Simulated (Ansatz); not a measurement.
`C=CN1C=C1`, relaxed with RKS PBE-D4/def2-SVP in the Gaussian-basis code of Ansatz from a rough embedded geometry. The force threshold is 0.03 eV/Å; the program also tests the step.

Total charge 0; spin multiplicity 1.

Start:

```xyz
10

C    -1.259    0.532    0.378
C    -0.484    0.577   -0.628
N     0.712   -0.004   -0.861
C     1.169   -1.254   -0.460
C     1.712   -0.181    0.058
H    -2.221    1.084    0.449
H    -1.018   -0.035    1.319
H    -0.734    1.170   -1.490
H     0.475   -1.968    0.138
H     1.647    0.078    1.097
```

| step | energy (eV) | largest force (eV/Å) | largest move (Å) |
| --- | --- | --- | --- |
| 1 | -5701.5025 | 5.359 | 0.000 |
| 2 | -5702.5405 | 2.840 | 0.115 |
| 3 | -5702.9794 | 1.623 | 0.179 |
| 4 | -5703.2645 | 1.078 | 0.200 |
| 5 | -5703.3720 | 1.781 | 0.195 |
| 6 | -5703.4846 | 0.438 | 0.200 |
| 7 (rejected) | -5703.4751 | 0.332 | 0.159 |
| 8 | -5703.5135 | 0.090 | 0.076 |
| 9 | -5703.5153 | 0.054 | 0.028 |
| 10 | -5703.5191 | 0.061 | 0.067 |
| 11 | -5703.5237 | 0.139 | 0.074 |
| 12 | -5703.5248 | 0.493 | 0.199 |
| 13 | -5703.5536 | 0.389 | 0.200 |
| 14 | -5703.5619 | 0.614 | 0.200 |
| 15 | -5703.5787 | 0.311 | 0.074 |
| 16 (rejected) | -5703.5693 | 0.558 | 0.200 |
| 17 | -5703.5885 | 0.163 | 0.098 |
| 18 (rejected) | -5703.5748 | 0.614 | 0.100 |
| 19 | -5703.5911 | 0.065 | 0.048 |
| 20 | -5703.5917 | 0.033 | 0.050 |
| 21 | -5703.5918 | 0.014 | 0.009 |

End:

```xyz
10

C    -1.276    0.928    0.473
C    -0.642    0.465   -0.622
N     0.730    0.117   -0.705
C     1.124   -1.306   -0.442
C     1.357   -0.483    0.531
H    -2.313    1.290    0.419
H    -0.771    0.978    1.451
H    -1.154    0.416   -1.601
H     1.166   -2.253   -0.987
H     1.779   -0.153    1.483
```

Run time 37 s (2 threads of an Arm Neoverse V1 on a shared host); peak host memory 0.18 GiB.
